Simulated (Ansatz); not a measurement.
Two isomers of C2H3NS: A = `SC1C=N1`, B = `NC=C=S`.

Computed with Ansatz on PBE0-D4/def2-TZVP structures; ΔE is electronic, products minus reactants. CCSD(T)/CBS is the MP2 limit (def2-TZVPP, def2-QZVPP) plus CCSD(T) − MP2 in def2-TZVPP, frozen cores. Functionals use def2-TZVPP. Each species was taken in one conformer, which may not be the lowest.

Question: Which isomer does CCSD(T)/CBS put lower? Give the gap. (Estimate.)

Answer: Ansatz gave: B, by 15.8 kcal/mol.

Question: Give E(B) − E(A) in kcal/mol with CCSD(T)/def2-SVP, B2PLYP, PBE0-D4, PBE-D4, r2SCAN-D4, CCSD/def2-TZVPP, CCSD(T)/def2-TZVPP. (Best estimate.)

Answer: Computed: CCSD(T)/def2-SVP -13.3, B2PLYP -18.8, PBE0-D4 -16.5, PBE-D4 -18.4, r2SCAN-D4 -19.0, CCSD/def2-TZVPP -14.9, CCSD(T)/def2-TZVPP -15.5. None reverses the order clearly.

Question: Does the order hold for the free energy at 298.15 K (harmonic terms from PBE0-D4)? (Estimate.)

Answer: Ansatz gave: Yes: G(B) − G(A) = -13.9 kcal/mol, for one conformer each.

Largest T1 diagnostic: 0.016.

From r2SCAN to r2SCAN0 (25 % exact exchange), in def2-TZVPP and without D4, E(B) − E(A) moves by +1.8 kcal/mol. At CCSD(T), def2-SVP lies +2.5 kcal/mol from the extrapolated value and def2-TZVPP +0.3 kcal/mol.
